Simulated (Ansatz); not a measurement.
Steps of a relaxation of C₂H₅FO (`CC(O)F`) with RKS PBE-D4/def2-SVP.

```sh
$ ansatz run in.yaml --threads 2 --pin off --events-out ev --progress --plain --max-ram 4352MiB
```

```yaml
crystal:
  periodic: [false, false, false]
  atoms:
    - {symbol: C, position_ang: [-0.736800, -0.082700, -0.627500]}
    - {symbol: C, position_ang: [0.418800, 0.301900, 0.197600]}
    - {symbol: O, position_ang: [0.288500, -0.285800, 1.459700]}
    - {symbol: F, position_ang: [1.606000, -0.224500, -0.363700]}
    - {symbol: H, position_ang: [-0.890700, -1.131000, -0.749000]}
    - {symbol: H, position_ang: [-1.702100, 0.360300, -0.181100]}
    - {symbol: H, position_ang: [-0.659800, 0.376700, -1.643600]}
    - {symbol: H, position_ang: [0.603900, 1.400900, 0.293100]}
    - {symbol: H, position_ang: [1.160700, -0.762100, 1.597500]}
basis:
  gaussian: {orbitals: def2-SVP}
hamiltonian: {xc: pbe, dispersion: d4}
relax: {f_tol: 0.03, max_steps: 200}
```

Positions (Å) and forces (eV/Å) along the path, 9 of 9 steps:

```xyz
9
step=1 energy=-6906.4465 eV
C    -0.737   -0.083   -0.627   -2.061    2.521   -0.939
C     0.419    0.302    0.198    1.246   -0.708    0.824
O     0.288   -0.286    1.460    1.051   -0.597    0.509
F     1.606   -0.225   -0.364   -0.200    0.199   -0.164
H    -0.891   -1.131   -0.749    0.127   -1.473    0.120
H    -1.702    0.360   -0.181    1.036   -0.502   -0.332
H    -0.660    0.377   -1.644    0.026   -0.123    0.181
H     0.604    1.401    0.293   -0.204    0.019   -0.178
H     1.161   -0.762    1.597   -1.022    0.664   -0.020
9
step=2 energy=-6906.5966 eV
C    -0.756   -0.056   -0.651   -0.936    0.679   -0.279
C     0.422    0.267    0.207    0.743   -0.095    0.275
O     0.298   -0.311    1.479    0.429   -0.312   -0.154
F     1.597   -0.237   -0.389   -0.271    0.044    0.062
H    -0.890   -1.137   -0.765    0.072   -0.421    0.037
H    -1.687    0.359   -0.183    0.346   -0.184   -0.116
H    -0.668    0.409   -1.658    0.092   -0.064    0.152
H     0.589    1.370    0.290   -0.026    0.044   -0.018
H     1.184   -0.710    1.653   -0.449    0.309    0.041
9
step=3 energy=-6906.6417 eV
C    -0.776   -0.040   -0.660    0.043   -0.158    0.054
C     0.430    0.252    0.205    0.096   -0.075    0.051
O     0.291   -0.349    1.462    0.229   -0.172   -0.267
F     1.582   -0.263   -0.412   -0.161    0.052    0.047
H    -0.881   -1.140   -0.779    0.021    0.109   -0.001
H    -1.689    0.348   -0.177   -0.101    0.043    0.050
H    -0.667    0.433   -1.653    0.015    0.010   -0.026
H     0.601    1.355    0.299    0.078   -0.007    0.000
H     1.197   -0.643    1.699   -0.220    0.197    0.092
9
step=4 energy=-6906.6895 eV
C    -0.784   -0.037   -0.657    0.066    0.199   -0.160
C     0.451    0.229    0.180   -0.407   -0.283    0.323
O     0.282   -0.441    1.386    0.473   -0.013    0.408
F     1.564   -0.294   -0.455    0.428   -0.099   -0.432
H    -0.876   -1.128   -0.826    0.074    0.020    0.008
H    -1.701    0.307   -0.144    0.039    0.091    0.032
H    -0.691    0.480   -1.631   -0.082   -0.018   -0.041
H     0.674    1.321    0.315   -0.115   -0.040    0.009
H     1.169   -0.483    1.816   -0.476    0.142   -0.147
9
step=5 energy=-6906.7204 eV
C    -0.782   -0.035   -0.654   -0.021    0.036   -0.017
C     0.449    0.202    0.186   -0.094   -0.002   -0.095
O     0.319   -0.521    1.362    0.040   -0.021   -0.132
F     1.551   -0.244   -0.557    0.161   -0.052    0.160
H    -0.910   -1.128   -0.784    0.021    0.018   -0.031
H    -1.686    0.366   -0.164   -0.068    0.081    0.010
H    -0.639    0.438   -1.643   -0.115    0.019   -0.031
H     0.645    1.296    0.367   -0.042   -0.177    0.036
H     1.142   -0.421    1.871    0.118    0.100    0.102
9
step=6 energy=-6906.7160 eV rejected
C    -0.792   -0.028   -0.660    0.212   -0.231   -0.103
C     0.455    0.164    0.171    0.129    0.473    0.155
O     0.340   -0.536    1.351   -0.305   -0.432   -0.047
F     1.585   -0.274   -0.545   -0.241   -0.020   -0.023
H    -0.912   -1.116   -0.819   -0.100   -0.053   -0.090
H    -1.695    0.355   -0.150    0.064    0.062    0.063
H    -0.672    0.472   -1.639   -0.047    0.013   -0.016
H     0.655    1.238    0.399    0.016    0.168   -0.240
H     1.124   -0.321    1.875    0.273    0.022    0.302
9
step=7 energy=-6906.7326 eV
C    -0.784   -0.034   -0.658    0.006   -0.003    0.000
C     0.453    0.188    0.181   -0.008   -0.046   -0.003
O     0.331   -0.540    1.355    0.055    0.049   -0.099
F     1.564   -0.256   -0.554    0.035   -0.003    0.075
H    -0.913   -1.124   -0.803   -0.011   -0.001   -0.031
H    -1.685    0.365   -0.155   -0.008    0.036    0.008
H    -0.659    0.453   -1.643   -0.053    0.012   -0.004
H     0.649    1.276    0.374   -0.026   -0.068    0.005
H     1.132   -0.374    1.887    0.011    0.024    0.048
9
step=8 energy=-6906.7343 eV
C    -0.781   -0.038   -0.660   -0.004   -0.004   -0.014
C     0.466    0.174    0.169    0.052    0.029    0.039
O     0.352   -0.557    1.338   -0.069   -0.087    0.081
F     1.581   -0.256   -0.565   -0.002   -0.009    0.000
H    -0.928   -1.124   -0.824    0.011    0.008   -0.001
H    -1.667    0.365   -0.134   -0.007   -0.004    0.002
H    -0.681    0.466   -1.640    0.005   -0.001    0.009
H     0.650    1.258    0.372    0.004    0.019   -0.011
H     1.097   -0.335    1.928    0.010    0.048   -0.106
9
step=9 energy=-6906.7360 eV
C    -0.782   -0.037   -0.660   -0.003    0.002   -0.007
C     0.462    0.174    0.173   -0.011   -0.010    0.003
O     0.341   -0.549    1.347    0.008    0.004    0.014
F     1.578   -0.269   -0.554    0.003    0.003   -0.001
H    -0.918   -1.122   -0.832   -0.003    0.003   -0.003
H    -1.672    0.356   -0.133    0.003   -0.003   -0.002
H    -0.683    0.475   -1.636    0.002    0.002    0.001
H     0.654    1.260    0.369    0.000    0.004   -0.007
H     1.108   -0.334    1.910    0.002   -0.005    0.001
```

It took 42 s on 2 threads of an Intel Xeon on a shared host, with 0.15 GiB of host memory at the peak.
